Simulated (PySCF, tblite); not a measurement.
# 1,2-dimethylpropylamine (C5H13N): geometry, infrared bands and NMR shifts

Aim: predict the infrared bands and NMR shifts of 1,2-dimethylpropylamine (C5H13N) (`CC(C)[C@H](C)N`).

Programs: tblite 0.8.0 and PySCF 2.14.0, with density-fitted response routines of our own. Each step states its level of theory. These are calculated values for one molecule in the gas phase, unless marked as measured. Atoms count from 0, in the outputs and in this text.

## (1) The molecule as given

19 atoms, charge 0, multiplicity 1; geometry from: force field or distance geometry start.

Bonds of the start (Å): C0–C1 1.51, C1–C2 1.52, C1–C3 1.50, C3–C4 1.51, C3–N5 1.45, C0–H6 1.13, C0–H7 1.10, C0–H8 1.11, C1–H9 1.11, C2–H10 1.12, C2–H11 1.13, C2–H12 1.10, C3–H13 1.12, C4–H14 1.09, C4–H15 1.12, C4–H16 1.09, N5–H17 1.05, N5–H18 1.05.

## (2) Geometry optimisation with GFN2-xTB

What the job is given:

```
{"job": {"kind": "relax", "xc": "GFN2-xTB", "basis": "xTB"}, "charge": 0, "multiplicity": 1}
C     -0.725200     1.199600     0.793300
C     -0.597000     0.224900    -0.352700
C     -1.668300    -0.848100    -0.330400
C      0.786800    -0.317700    -0.518900
C      1.342700    -1.069400     0.662800
N      1.663300     0.805800    -0.770500
H     -1.819200     1.240900     1.061600
H     -0.112600     0.960800     1.676700
H     -0.506800     2.208100     0.372300
H     -0.805200     0.821600    -1.265400
H     -1.760300    -1.204500    -1.392400
H     -2.653000    -0.343700    -0.099300
H     -1.452700    -1.671000     0.360600
H      0.841800    -1.006700    -1.395200
H      1.354200    -2.144300     0.459900
H      2.416600    -0.768300     0.782800
H      0.865500    -0.860500     1.624700
H      1.524400     1.539400    -0.028500
H      1.295000     1.242400    -1.648800
```

Launch:

```
$ OMP_NUM_THREADS=1 python probes_run.py task.json out
```

The driver reads the jobs from task.json and runs them one after another.

**Question.** This job is followed by: GFN2-xTB harmonic vibrations, gas phase; GIAO PBE0/pcSseg-1 NMR shielding, non-relativistic, gas phase. Predict these results of the whole session: strongest single infrared mode (GFN2-xTB); zero-point energy (GFN2-xTB); 13C shifts against TMS (PBE0/pcSseg-1); 1H shifts against TMS (PBE0/pcSseg-1, means over atoms taken as alike); 15N shifts against NH3 (PBE0/pcSseg-1); surface potential, 1st and 99th percentile.

As calculated:

| quantity | value |
| --- | --- |
| strongest single infrared mode (GFN2-xTB) | 3028 cm⁻¹, 77 km/mol |
| zero-point energy (GFN2-xTB) | 109.9 kcal/mol |
| 13C shifts against TMS (PBE0/pcSseg-1) | 56.3, 42.7, 22.8, 15.4, 14.7 ppm |
| 1H shifts against TMS (PBE0/pcSseg-1, means over atoms taken as alike) | 2.77, 1.28, 0.96, 0.90, 0.80, 0.62 ppm |
| 15N shifts against NH3 (PBE0/pcSseg-1) | 54.4 ppm |
| surface potential, 1st and 99th percentile | -1.76 V and 1.16 V |

In words: Over 139 steps the energy fell by 0.628 eV; of the close pairs, C1–C3 changed most, 1.496 to 1.551 Å. No mode is imaginary among the 51: a minimum at this level. GFN2-xTB is a fitted tight-binding method: band positions and strengths are rough. Its intensities can rank the bands wrongly. H13 (hydrogen on an sp3 CH bonded to N) lies farthest downfield among hydrogen, at 2.77 ppm; its carbon carries N, which withdraws density. At PBE0/pcSseg-1: The largest span, 96 ppm, is at N5, where the paramagnetic term is -104 ppm.
